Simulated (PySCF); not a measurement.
# Atomic charges against the basis set

Species: C3H5N3.
Numbering: `[CH3:1][n:2]1[n:3][cH:4][cH:5][n:6]1` (hydrogens: H7, H8, H9 on C1; H10 on C4; H11 on C5)

PBE0 throughout (PySCF), one geometry, spherical d and f functions. Isolated species at its PBE0-D3(BJ)/def2-SVP geometry, gas phase. Atoms taken as equivalent share a column and are averaged.

Mulliken charges (e):

```
        basis  functions      C1      N2   N3/N6   C4/C5  H7/H8/H9  H10/H11
       STO-3G         35  -0.139  -0.026  -0.162  -0.044    +0.122   +0.106
        6-31G         64  -0.256  -0.333  -0.175  -0.052    +0.210   +0.206
       6-31G*         94  -0.371  -0.060  -0.242  -0.056    +0.215   +0.191
     def2-SVP        109  +0.105  -0.157  -0.117  -0.005    +0.071   +0.042
6-311+G(2d,p)        192  -0.394  +0.466  -0.344  -0.076    +0.174   +0.124
    def2-TZVP        216  -0.316  +0.258  -0.229  -0.106    +0.154   +0.132
```

IAO charges (e):

```
        basis  functions      C1      N2   N3/N6   C4/C5  H7/H8/H9  H10/H11
       STO-3G         35  -0.312  +0.080  -0.154  -0.127    +0.163   +0.153
        6-31G         64  -0.331  +0.126  -0.220  -0.124    +0.178   +0.179
       6-31G*         94  -0.312  +0.155  -0.235  -0.105    +0.169   +0.166
     def2-SVP        109  -0.301  +0.160  -0.232  -0.107    +0.164   +0.163
6-311+G(2d,p)        192  -0.321  +0.163  -0.244  -0.109    +0.173   +0.172
    def2-TZVP        216  -0.320  +0.162  -0.242  -0.109    +0.172   +0.171
```

Hirshfeld charges (e):

```tsv
basis	functions	C1	N2	N3/N6	C4/C5	H7/H8/H9	H10/H11
STO-3G	35	+0.048	+0.080	-0.153	-0.019	+0.042	+0.046
6-31G	64	-0.030	+0.093	-0.157	-0.036	+0.061	+0.070
6-31G*	94	-0.031	+0.093	-0.152	-0.033	+0.059	+0.066
def2-SVP	109	-0.054	+0.116	-0.139	-0.041	+0.059	+0.060
6-311+G(2d,p)	192	-0.048	+0.076	-0.138	-0.037	+0.063	+0.067
def2-TZVP	216	-0.053	+0.086	-0.137	-0.039	+0.062	+0.066
```

ESP-fitted charges (e):

```
        basis  functions      C1      N2   N3/N6   C4/C5  H7/H8/H9  H10/H11
       STO-3G         35  -0.626  +0.763  -0.467  +0.028    +0.188   +0.088
        6-31G         64  -0.585  +0.806  -0.549  +0.009    +0.188   +0.148
       6-31G*         94  -0.580  +0.715  -0.470  -0.036    +0.187   +0.157
     def2-SVP        109  -0.540  +0.756  -0.489  -0.026    +0.173   +0.148
6-311+G(2d,p)        192  -0.637  +0.801  -0.500  -0.050    +0.198   +0.171
    def2-TZVP        216  -0.629  +0.806  -0.500  -0.045    +0.194   +0.166
```

Some averages cover members that differ in this geometry, most widely: C4/C5, ESP-fitted in 6-31G -0.015 to +0.033; C4/C5, ESP-fitted in def2-TZVP -0.067 to -0.024; C4/C5, ESP-fitted in def2-SVP -0.047 to -0.006; C4/C5, ESP-fitted in 6-31G* -0.055 to -0.016 e.

**Question.** Which scheme is steadiest as the basis changes?

**Answer.** Largest range over the bases for any column: IAO 0.09 e, ESP-fitted 0.10 e, Hirshfeld 0.10 e, Mulliken 0.80 e. IAO and ESP-fitted charges move least and Mulliken charges most, counted in e. Without the minimal STO-3G basis the ranges are IAO 0.04, ESP-fitted 0.10, Hirshfeld 0.04, Mulliken 0.80 e.

**Question.** How much do the charges still move between the two largest bases, 6-311+G(2d,p) and def2-TZVP?

**Answer.** At most, over all atoms: Mulliken 0.208 e, IAO 0.002 e, Hirshfeld 0.010 e, ESP-fitted 0.009 e.

**Question.** What do the same runs give for the total energy, the frontier levels and the dipole moment?

**Answer.** 
```csv
basis,energy (Eh),HOMO (eV),LUMO (eV),μ (D)
STO-3G,-277.6760,-5.71,2.78,0.82
6-31G,-281.1135,-7.66,0.10,0.42
6-31G*,-281.2228,-7.34,0.29,0.51
def2-SVP,-281.0223,-7.54,0.08,0.59
"6-311+G(2d,p)",-281.3056,-7.56,-0.18,0.49
def2-TZVP,-281.3302,-7.54,-0.08,0.51
```

The dipole is fixed by the density alone, so its range of 0.40 D shows that the density itself changes with the basis, not only its division among atoms.
